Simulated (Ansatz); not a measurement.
Saddle point of SiPNH8, closed shell (SiNH₅ ([NH2][SiH3]) + PH₃ → SiPH₅ ([SiH3][PH2]) + NH₃; bonds formed: Si1–P7, N2–H6; bonds broken: Si1–N2, H6–P7), PBE0-D4/def2-TZVP structure:

```tsv
atom	x (Å)	y (Å)	z (Å)
Si1	-1.0841	-0.5537	0.4773
N2	0.7497	-0.4414	0.7816
H3	-1.7707	0.7220	0.7387
H4	-1.3998	-1.4427	1.6464
H5	-1.4001	-1.3373	-0.7281
H6	0.9031	0.2239	-0.0944
P7	-0.0341	1.1948	-1.6706
H8	1.0012	-0.0041	1.6661
H9	1.2418	-1.3289	0.6984
H10	0.7003	2.3000	-1.1488
H11	1.0930	0.6673	-2.3667
```

Energies are electronic, without zero-point energy. Barriers and step energies count from the start structure reached by relaxing down the imaginary mode; all methods use the PBE0-D4 structures, on which another method's saddle can fall below an end. Computed with Ansatz 0.2.0 (basis: def2-TZVPP, with def2-QZVPP for the basis limit); correlated methods freeze the cores. B3LYP uses VWN-RPA correlation. Extrapolation: Hartree–Fock as exp(−7.88 √X), correlation as X^−2.97.

```
      method  barrier (kcal/mol)  step energy (kcal/mol)
       SPW92               25.16                   -0.07
      PBE-D4                   ?                   -0.02
     BLYP-D4                   ?                    2.86
   r2SCAN-D4                   ?                    2.02
      B97M-V               39.17                    1.89
     PBE0-D4               34.61                    0.95
    B3LYP-D4               38.89                    3.56
  r2SCAN0-D4               37.38                    2.44
    BHLYP-D4               42.88                    4.63
CAM-B3LYP-D4               41.41                    5.06
     wB97X-V               41.04                    3.39
     wB97M-V               39.32                    3.35
      B2PLYP               41.01                    4.77
    PBE-QIDH               38.16                    2.67
  RPA on PBE               42.64                    4.70
          HF               53.77                    8.61
         MP2               39.81                    3.94
        CCSD               43.36                    4.59
     CCSD(T)               40.90                    3.75
```

(1) Fill in the withheld barriers. (To be estimated.)

The T1 diagnostic stays at or below 0.014. The start structure is not quite a true minimum (one mode of 27i cm⁻¹).

## Answers

(1) Computed: r2SCAN-D4 35.62; BLYP-D4 36.33; PBE-D4 31.21 kcal/mol. Each is the energy of the saddle less that of the start structure, by the same method.

For comparison, the barrier by CCSD(T) at an estimated basis limit (MP2 extrapolated from triple and quadruple zeta, plus CCSD(T) − MP2 in triple zeta) is 39.80 kcal/mol.

Labels in which every atom is bracketed show which atoms are joined, not bond orders.

For scale, one of the runs: CCSD(T)/def2-TZVPP, 227 basis functions, launched by `ansatz run in.yaml --threads 4 --pin off --events-out ev --progress --plain --max-ram 9574MiB`. The run took 59 s on 4 CPU threads of an Arm Neoverse V1 (shared host), with 3.5 GiB of host memory at its peak.
